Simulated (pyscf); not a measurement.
Elementary routes open to `[CH3][Al]([CH3])[NH2]` + `[CH2]=[CH2]` in the gas phase (singlet surface):
A. `[CH3][CH2][CH2][Al]([CH3])[NH2]` (Al–C broken; C–C, Al–C formed)
B. `[CH3][Al]([CH3])[CH2][CH2][NH2]` (Al–N broken; Al–C, C–N formed)

Structures and frequencies: ωB97X-D3(BJ)/def2-SVP in PySCF.

Q: Rank the routes by free-energy barrier at 1200 K, lowest first, for ωB97M-D3(BJ)/def2-TZVP energies (ideal gas, 1 atm, RRHO with modes under 100 cm⁻¹ raised to 100, one conformer, R ln 2 for chiral ones without a mode under 150 cm⁻¹).

A: B (59.1 kcal/mol), A (72.8 kcal/mol)

Route B is the fastest of these, ahead of the next by 13.7 kcal/mol. The most stable products are those of A (ΔG = +27.7 kcal/mol), whose barrier is 13.7 kcal/mol higher: the kinetic and the thermodynamic product differ. At 298 K B is still the fastest. A: On the reactant side the descent ends in a complex, 8.0 kcal/mol under the separated species and 29.3 kcal/mol under the saddle at ωB97X-D3(BJ)/def2-TZVP. B: On the reactant side the descent ends in a complex, 7.6 kcal/mol under the separated species and 16.3 kcal/mol under the saddle at ωB97X-D3(BJ)/def2-TZVP. Only these routes are compared; each barrier is that of the saddle found, and lower ones may exist.
